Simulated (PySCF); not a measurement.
A structure optimised at PBE-D3(BJ)/def2-TZVPD, used in a PySCF frequency run:

```
C
O 1 1.2087
H 1 1.1184 2 122.03
H 1 1.1184 3 115.94 2 180.00
```
Charge 0, spin multiplicity 1.

Q: Write its SMILES, formula and point group.

A: C=O, CH2O, C2v

Q: What are its rotational constants (standard atomic weights)?

A: 278.85, 38.513, 33.839 GHz
